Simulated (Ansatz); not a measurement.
**AlH₆PSi: taking an electron away**

The task here is to estimate one member of a computed series from the others.

Method: unrestricted cation, the program's frozen cores in correlated methods; program: Ansatz 0.2.0, Gaussian basis.

The runs, in order: UKS PBE-D4/def2-TZVPP; UKS r2SCAN-D4/def2-TZVPP; UKS PBE0-D4/def2-TZVPP; UKS B3LYP-D4/def2-TZVPP; UKS wB97X-V/def2-TZVPP; UKS wB97M-V/def2-TZVPP; UKS B2PLYP/def2-TZVPP; UHF-CCSD(T)/def2-TZVPP; UHF-MP2/def2-QZVPP; extrapolation to the limit; then −ε(HOMO) from the neutral's earlier runs with LDA (SPW92), PBE-D4, revPBE-D4, BLYP-D4, r2SCAN-D4, B97M-V, PBE0-D4, B3LYP-D4, r2SCANh-D4, r2SCAN0-D4, HSE06-D4, BHLYP-D4, CAM-B3LYP-D4, LC-ωPBE, ωB97X-V, ωB97M-V.

### Structure used throughout

The geometry comes from an earlier relaxation with PBE0-D4 in a triple-zeta def2 set; it is a stationary point, not always the lowest conformer.

SMILES `[AlH2][SiH2]P`, 9 atoms, charge 0, spin multiplicity 1.

Atoms are counted from 1 here; the program's logs count them from 0.

Bond lengths: Al1–Si2 2.455 Å, Al1–H4 1.588 Å, Al1–H5 1.589 Å, Si2–P3 2.268 Å, Si2–H6 1.491 Å, Si2–H7 1.494 Å, P3–H8 1.421 Å, P3–H9 1.421 Å. Angles: Si2–Al1–H4 119.3°, Si2–Al1–H5 121.4°, H4–Al1–H5 119.3°, Al1–Si2–P3 109.4°, Al1–Si2–H6 113.3°, Al1–Si2–H7 109.4°, P3–Si2–H6 112.2°, P3–Si2–H7 105.2°, H6–Si2–H7 106.9°, Si2–P3–H8 95.3°, Si2–P3–H9 94.4°, H8–P3–H9 93.3°.

The first run:

Contents of in.yaml:

```yaml
crystal:
  periodic: [false, false, false]
  atoms:
    - {symbol: Al, position_ang: [-1.345714, 0.748515, -1.285769]}
    - {symbol: Si, position_ang: [0.741543, 0.265683, -0.087312]}
    - {symbol: P, position_ang: [0.513071, -1.668660, 1.075127]}
    - {symbol: H, position_ang: [-2.001537, -0.379516, -2.191093]}
    - {symbol: H, position_ang: [-2.061820, 2.161312, -1.164895]}
    - {symbol: H, position_ang: [1.199838, 1.391127, 0.777397]}
    - {symbol: H, position_ang: [1.832151, 0.004032, -1.073975]}
    - {symbol: H, position_ang: [1.626260, -1.441371, 1.927850]}
    - {symbol: H, position_ang: [-0.415291, -1.127322, 2.005470]}
basis:
  gaussian: {orbitals: def2-TZVPP}
total_charge: 1
magnetization: {spin_polarized: true, initial_magnetization: 1}
hamiltonian: {xc: pbe, dispersion: d4}
```

On the command line:

```bash
> ansatz run in.yaml --threads 2 --pin off --events-out ev --progress --plain --max-ram 4352MiB
```

Among the steps run: Cation, UKS PBE-D4/def2-TZVPP; Cation, UKS r2SCAN-D4/def2-TZVPP; Cation, UKS PBE0-D4/def2-TZVPP; Cation, UKS B3LYP-D4/def2-TZVPP; Cation, UKS wB97X-V/def2-TZVPP; Cation, UKS wB97M-V/def2-TZVPP; Cation, UKS B2PLYP (frozen core)/def2-TZVPP; Cation, UHF-CCSD(T)/def2-TZVPP; Cation, UHF-MP2/def2-QZVPP.

One table of the session follows, with a row left open; its other results are not shown here.

It belongs to the step «Ionisation energies side by side». For comparison, −ε(HOMO) of the neutral from earlier runs:

```
  functional  −ε(HOMO) (eV)
 LDA (SPW92)           6.47
      PBE-D4              ?
   revPBE-D4           6.34
     BLYP-D4           6.20
   r2SCAN-D4           6.61
      B97M-V           6.72
     PBE0-D4           7.42
    B3LYP-D4           7.20
  r2SCANh-D4           6.99
  r2SCAN0-D4           7.57
    HSE06-D4           7.03
    BHLYP-D4           8.32
CAM-B3LYP-D4           8.63
     LC-ωPBE           9.96
     ωB97X-V           9.63
     ωB97M-V           9.40
```

Q: Estimate the row for PBE-D4 from the others.

**Answer.** −ε(HOMO) (eV): 6.38. In the column «−ε(HOMO) (eV)» it lies between revPBE-D4 (6.34) and LDA (SPW92) (6.47).
